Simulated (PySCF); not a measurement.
# Bond length, frequency and bond energy of BO⁺ by level of theory

State: ¹Σ⁺ (singlet), closed shell. Set-up: basis B cc-pVDZ, O cc-pVDZ; no relativity; PySCF 2.14. De refers to B⁺ + O in their high-spin ground configurations, without counterpoise correction. A positive dipole points towards O; it is taken about the centre of mass and depends on that origin. Levels whose curve was spin-contaminated or gave no clean fit are not listed.

```json
{"Level": "RHF", "Re (Å)": "1.157", "ωe (cm⁻¹)": "2203", "De (eV)": "0.362", "μ (D)": "-6.67", "CPU s a point (SCF and correlation, without the integrals)": "0.02"}
{"Level": "RHF-CCSD", "Re (Å)": "1.206", "ωe (cm⁻¹)": "1882", "De (eV)": "2.57", "μ (D)": "n/a", "CPU s a point (SCF and correlation, without the integrals)": "n/a"}
{"Level": "RHF-CCSD(T)", "Re (Å)": "1.225", "ωe (cm⁻¹)": "1725", "De (eV)": "2.94", "μ (D)": "n/a", "CPU s a point (SCF and correlation, without the integrals)": "0.22"}
{"Level": "PBE", "Re (Å)": "1.214", "ωe (cm⁻¹)": "1833", "De (eV)": "4.61", "μ (D)": "-5.32", "CPU s a point (SCF and correlation, without the integrals)": "0.26"}
{"Level": "PBEsol", "Re (Å)": "1.212", "ωe (cm⁻¹)": "1849", "De (eV)": "4.97", "μ (D)": "-5.37", "CPU s a point (SCF and correlation, without the integrals)": "0.2"}
{"Level": "r²SCAN", "Re (Å)": "1.202", "ωe (cm⁻¹)": "1893", "De (eV)": "4.10", "μ (D)": "-5.69", "CPU s a point (SCF and correlation, without the integrals)": "0.38"}
{"Level": "M06-L", "Re (Å)": "1.194", "ωe (cm⁻¹)": "1973", "De (eV)": "4.21", "μ (D)": "-5.83", "CPU s a point (SCF and correlation, without the integrals)": "0.38"}
{"Level": "PBE0", "Re (Å)": "1.193", "ωe (cm⁻¹)": "1944", "De (eV)": "3.74", "μ (D)": "-5.80", "CPU s a point (SCF and correlation, without the integrals)": "0.39"}
{"Level": "HSE06", "Re (Å)": "1.193", "ωe (cm⁻¹)": "1940", "De (eV)": "3.72", "μ (D)": "-5.79", "CPU s a point (SCF and correlation, without the integrals)": "0.43"}
{"Level": "M06-2X", "Re (Å)": "1.184", "ωe (cm⁻¹)": "2011", "De (eV)": "3.55", "μ (D)": "-5.99", "CPU s a point (SCF and correlation, without the integrals)": "0.4"}
```

**Question.** Which functional lies closest to RHF-CCSD(T) in De, which farthest, and by how much do they differ from it?

**Answer.** Closest is M06-2X (-4.1 pm in Re, +16.6 % in ωe, +0.61 eV in De against RHF-CCSD(T) in the same basis), farthest PBEsol (-1.3 pm in Re, +7.2 % in ωe, +2.03 eV in De). CCSD(T) converges more slowly with the basis than the functionals do and binds too weakly in this one, so the order can change at the basis-set limit.

**Question.** What does the triples do here, going from RHF-CCSD to RHF-CCSD(T)?

**Answer.** RHF-CCSD(T) less RHF-CCSD: +1.9 pm in Re, -8.3 % in ωe, +0.37 eV in De. Correlation nearly always deepens the well. The bond lengthens, as in strong covalent bonds, where excitations into antibonding orbitals dominate.

**Question.** What does all correlation do here, going from RHF to RHF-CCSD(T)?

**Answer.** RHF-CCSD(T) less RHF: +6.8 pm in Re, -21.7 % in ωe, +2.58 eV in De. Correlation nearly always deepens the well. The bond lengthens, as in strong covalent bonds, where excitations into antibonding orbitals dominate.

Correlated steps freeze 2 core orbitals. Correlated levels converge slowly with the basis: in double zeta they bind strong bonds too weakly, by up to about 1 eV, and carry superposition errors of some tenths. For an ion De counts to the pair picked by the measured ionisation energies or electron affinities, which need not be the lowest pair at this level. Where the molecule has an RHF reference, its open-shell atoms are computed with UHF. The CCSD T1 diagnostic is raised, a sign that a single reference may not be enough here.

The whole job (state search and all levels along the bond) took about 0.73 min on 1 thread of Arm Neoverse V1 (shared host), peak memory 0.37 GiB.
